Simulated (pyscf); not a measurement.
GeH₄ (SMILES [GeH4]) + HF (SMILES F) -> F–GeH₃ (SMILES [F][GeH3]) + H₂ (SMILES [H][H]) (four-centre exchange; singlet surface; Ge–H, F–H broken, F–Ge, H–H formed). Optimised with ωB97X-D3(BJ)/def2-SVP in PySCF. Rate constants from transition-state theory, ωB97M-D3(BJ)/def2-TZVP energies (ideal gas, 1 atm, RRHO with modes under 100 cm⁻¹ raised to 100, one conformer, R ln 2 for chiral ones without a mode under 150 cm⁻¹; no tunnelling), k in cm³ molecule⁻¹ s⁻¹.

```tsv
T (K)	1000/T	log10 k
298	3.354	-39.39
600	1.667	-25.24
900	1.111	?
1200	0.833	-17.95
```

Question: Fit an Arrhenius line to the three values, give the activation energy, and predict k at 900 K.

Answer: Least squares gives log10 k = -10.96 − 8.49 × 1000/T, so Ea = 8.49 × ln 10 × 1.987 = 38.8 kcal/mol, against an electronic barrier of 38.4. At 900 K the line gives -20.39; the computed value is -20.45 (ΔG‡ = 61.0 kcal/mol), close to the line. This is the saddle that the search found; another between the same sides may lie lower. Elements up to Kr have no core potential and no relativistic terms here.
